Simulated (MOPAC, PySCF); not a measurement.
C$_{3}$H$_{4}$, SMILES `C1CC=1`, neutral singlet in the gas phase. 

Cartesian coordinates (Å):
SMILES: C1=CC1
```xyz
7

C     -0.5958    -0.6458    -0.0093
C     -0.6006     0.6407    -0.0291
C      0.7617     0.0032     0.0244
H     -1.1339    -1.5762    -0.0125
H     -1.1457     1.5665    -0.0607
H      1.3865    -0.0082    -0.8674
H      1.3278     0.0197     0.9545
```
Charge 0, spin multiplicity 1.

All levels are single points at this geometry (B3LYP-D3(BJ)/def2-TZVP); Pople sets use spherical d functions. Orbital energies aren't observables, and empty levels follow the basis.

| level | HOMO (eV) | LUMO (eV) | gap (eV) | dipole (D) | vertical IE, Delta-SCF (eV) |
|---|---|---|---|---|---|
| B3LYP-D3(BJ)/def2-TZVP in PySCF | -7.05 | -0.13 | 6.92 | 0.48 | 9.78 |
| M06-2X/def2-TZVP in PySCF | -8.51 | 1.07 | 9.58 | 0.49 | 9.90 |
| PBE-D3(BJ)/def2-TZVP in PySCF | -6.11 | -0.96 | 5.15 | 0.48 | 9.73 |
| B3LYP/6-311+G** in PySCF | -7.07 | -0.27 | 6.80 | 0.46 | – |
| M06-2X/6-31G* in PySCF | -8.31 | 1.71 | 10.02 | 0.53 | – |
| PBE/6-31G* in PySCF | -5.82 | -0.40 | 5.42 | 0.51 | 9.59 |
| SVWN5/6-31G* in PySCF | -5.90 | -0.61 | 5.29 | 0.51 | 9.75 |
| HF/3-21G in PySCF | -9.74 | 4.93 | 14.66 | 0.54 | – |
| HF/6-31G* in PySCF | -9.63 | 4.98 | 14.61 | 0.55 | 8.48 |
| HF/STO-3G in PySCF | -8.38 | 8.89 | 17.27 | 0.53 | – |
| AM1 in MOPAC | -10.05 | 1.19 | 11.24 | 0.38 | – |
| PM3 in MOPAC | -10.10 | 1.04 | 11.14 | 0.39 | – |
| PM6 in MOPAC | -10.18 | 0.99 | 11.17 | 0.30 | – |
